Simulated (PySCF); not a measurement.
Level of theory: PySCF, PBE0, basis P def2-TZVP (no relativity, density fitting).

Each entry is the lowest minimum that a search over a few typed start shapes (and spin states, where more than one is plausible) found, or that minimum re-optimised at the stated level; isomers with ligand–ligand bonds, or fragments after loss of a ligand pair, can lie lower. Open shells are unrestricted.

P₃ is a doublet of C2v symmetry with P–P 2.068 Å (×2), P–P 2.230 Å; P–P–P 57.4° (×2), P–P–P 65.2°. Its wavenumbers are 253, 430, 653 cm⁻¹.

(1) What changes when one electron is removed, giving P₃⁺?

Results:

(1) It costs 7.61 eV between the minima (7.63 eV with zero-point energy). P₃⁺ is a singlet of D3h symmetry with P–P 2.091 Å (×3); P–P–P 60.0° (×3); wavenumbers 510 (×2), 681 cm⁻¹.
